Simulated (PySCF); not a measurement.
Molecule: `C#CCO`, C$_{3}$H$_{4}$O.

Bonds (- single, = double, # triple, : aromatic): C1#C2 1.210 Å, C2-C3 1.460 Å, C3-O4 1.402 Å. C1 carries H5; C3 carries H6, H7; O4 carries H8.

Spin–spin couplings on one PBE0-D3(BJ)/def2-SVP geometry, PySCF 2.14, gas phase, non-relativistic, equivalent pairs averaged; isotopes 13C, 1H; functional B3LYP.

Reference values (Hz): 1J(C1,H5) = 248.0 (measured; liquid or solution (compiled); San Fabian, Garcia de la Vega, Suardiaz et al., Magn. Reson. Chem. 2013, 51, 775 (SI)).

Problem. How do the couplings (Hz) change with the basis set? Times are CPU seconds on shared hosts with different chips, so compare them loosely. Far from the basis limit: 6-31G*, 6-31G-J, pcJ-0, def2-TZVP, cc-pVTZ.

Solution. 
```
    basis set  functions  1J(C1,H5)  abs. error  core-s
       6-31G*         64      239.9         8.1       3
      6-31G-J         64      286.2        38.2     3.1
        pcJ-0         64      262.4        14.4       3
        pcJ-1        148      274.2        26.2      14
    def2-TZVP        148      259.9        11.9     7.9
      cc-pVTZ        176      256.7         8.7     9.4
aug-cc-pVTZ-J        264      280.7        32.7      17
        pcJ-2        300      277.3        29.3      22
```

Errors compare magnitudes, without vibrational corrections. Closest: 6-31G*; furthest: 6-31G-J.

The Fermi-contact term samples the wavefunction at the nucleus, which is why sets with added tight s functions (names with J) are made for couplings. Agreement of an ordinary basis with the reference is then largely a cancellation of errors.
